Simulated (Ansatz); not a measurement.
# CH (sextet): from Hartree-Fock to the top rungs, def2-QZVPP

The task here is to estimate one member of a computed series from the others.

Computed with Ansatz 0.2.0, Gaussian basis. Level: def2-QZVPP, core rule «outside noble gas», up to 1 orbitals frozen.

To be run: UHF; ROHF; CCSD(T) on UHF.

**The system**

The geometry is a PBE0/def2-TZVP stationary point (not a proven minimum) of the parent state, kept for this charge and spin.

2 atoms, charge 0, spin multiplicity 6.

Atoms are counted from 1 here; the program's logs count them from 0.

Bond lengths: C1–H2 1.089 Å.

Set-up of the first run:

The input, in.yaml:

```yaml
crystal:
  periodic: [false, false, false]
  atoms:
    - {symbol: C, position_ang: [0.000000, 0.000000, 0.000000]}
    - {symbol: H, position_ang: [0.000000, 0.000000, 1.089400]}
basis:
  gaussian: {orbitals: "def2-QZVPP.json"}
magnetization: {spin_polarized: true, initial_magnetization: 5}
hamiltonian: {xc: hf}
output: {orbitals: {seedname: orbitals}}
```

Command:

```
$ ansatz run in.yaml --threads 1 --pin off --events-out ev --progress --plain --max-ram 2393MiB
```

Steps of the session up to this table: UHF; ROHF; CCSD(T) on UHF.

One table of the session follows, with a row left open; its other results are not shown here.

```
  method  from UCCSD(T) (meV)
    ROHF              +1165.6
     UHF              +1164.6
    UMP2               +232.7
   UCCSD                    ?
UCCSD(T)                    0
```

Q: Estimate the row for UCCSD from the others.

**Answer.** from UCCSD(T) (meV): +15.1. In the column «from UCCSD(T) (meV)» it lies between UCCSD(T) (0) and UMP2 (+232.7).
